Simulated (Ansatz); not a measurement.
The input, for Ansatz 0.2.0:

```yaml
crystal:
  periodic: [false, false, false]
  atoms:
    - {symbol: Al, position_ang: [0.000000, 0.000000, 0.565388]}
    - {symbol: C, position_ang: [0.000000, 0.000000, -1.279659]}
    - {symbol: H, position_ang: [0.000000, 1.432477, 1.238502]}
    - {symbol: H, position_ang: [0.000000, -1.432476, 1.238502]}
    - {symbol: H, position_ang: [0.000000, 0.000000, -2.363348]}
basis:
  gaussian: {orbitals: cc-pVTZ}
total_charge: 1
magnetization: {spin_polarized: false, initial_magnetization: 1}
correlation: {method: ccsd_t, electrons: outside_noble_gas}
```

```sh
$ ansatz run in.yaml --threads 2 --pin off --events-out ev --progress --plain --max-ram 16896MiB --backend cuda --devices 0, --max-vram 18GiB
```

Log:

```
618 factors; integrals over basis functions are off by at most 1.2e-3 eV
mean field evaluation 1: about -7647.3351 eV, gradient 2.0e1 eV
mean field evaluation 2: about -7647.3397 eV, gradient 2.0e1 eV
mean field evaluation 4: about -7649.6476 eV, gradient 2.7e0 eV
mean field evaluation 8: about -7649.7385 eV, gradient 2.3e-1 eV
mean field evaluation 16: about -7649.2482 eV, gradient 9.3e0 eV
mean field evaluation 32: about -7646.0323 eV, gradient 1.2e0 eV
mean field evaluation 64: about -7649.7392 eV, gradient 4.6e-2 eV
mean field evaluation 96: about -7649.1255 eV, gradient 5.1e0 eV
mean field evaluation 128: about -7634.8220 eV, gradient 4.1e0 eV
mean field -7649.73929795 eV, -281.1227340202 hartree, gradient 1.2e-6 eV, S^2 0.750000; 9 other end points of the search recorded, 0 dependent functions left out
mean field evaluation 160: about -7649.8615 eV, gradient 1.1e-3 eV
mean field evaluation 192: about -7649.8615 eV, gradient 8.1e-2 eV
determinant -7649.73929795 eV, -281.1227340202 hartree, with singles and doubles -7655.64332891 eV, -281.3397031560 hartree
determinant -7649.26879822 eV, -281.1054434740 hartree, with singles and doubles -7655.08336486 eV, -281.3191248566 hartree
determinant -7646.04861646 eV, -280.9871039770 hartree, with singles and doubles -7652.69178554 eV, -281.2312359380 hartree
6 core orbitals not correlated: weight in the atoms' cores, before any rotation towards them, 1.000 or more for the frozen orbitals, at most 0.000 for the correlated occupied ones
reference -7649.73929795 eV, -281.1227340202 hartree; 5, 4 occupied and 95, 96 virtual orbitals, 618 factors
second order -4.62030947 eV of doubles, -0.07665213 eV of singles
cycle   1  -5.74087616 eV  change   -4.2e-1 eV  update   2.5e-2
cycle   2  -5.75210851 eV  change   -1.1e-2 eV  update   9.3e-3
cycle   3  -5.75959197 eV  change   -7.5e-3 eV  update   5.6e-3
cycle   4  -5.76464813 eV  change   -5.1e-3 eV  update   3.3e-3
cycle   5  -5.76754165 eV  change   -2.9e-3 eV  update   1.7e-3
cycle   6  -5.76782193 eV  change   -2.8e-4 eV  update   5.9e-4
cycle   7  -5.76806733 eV  change   -2.5e-4 eV  update   3.1e-4
cycle   8  -5.76823699 eV  change   -1.7e-4 eV  update   1.4e-4
cycle   9  -5.76825663 eV  change   -2.0e-5 eV  update   8.4e-5
cycle  10  -5.76827494 eV  change   -1.8e-5 eV  update   4.6e-5
cycle  11  -5.76828296 eV  change   -8.0e-6 eV  update   2.1e-5
cycle  12  -5.76828430 eV  change   -1.3e-6 eV  update   1.1e-5
cycle  13  -5.76828448 eV  change   -1.7e-7 eV  update   5.4e-6
perturbative correction -0.17162718 eV, -0.0063071825 hartree
Total energy: -7655.67920961 eV, -281.3410217474 hartree
```

For the same geometry and basis UCCSDT(Q) lies 61.3 meV lower.

Ran on 2 threads of AMD EPYC 7R13 with a shared H100 80 GB, shared host: 11 s wall, 0.83 GiB peak host memory.
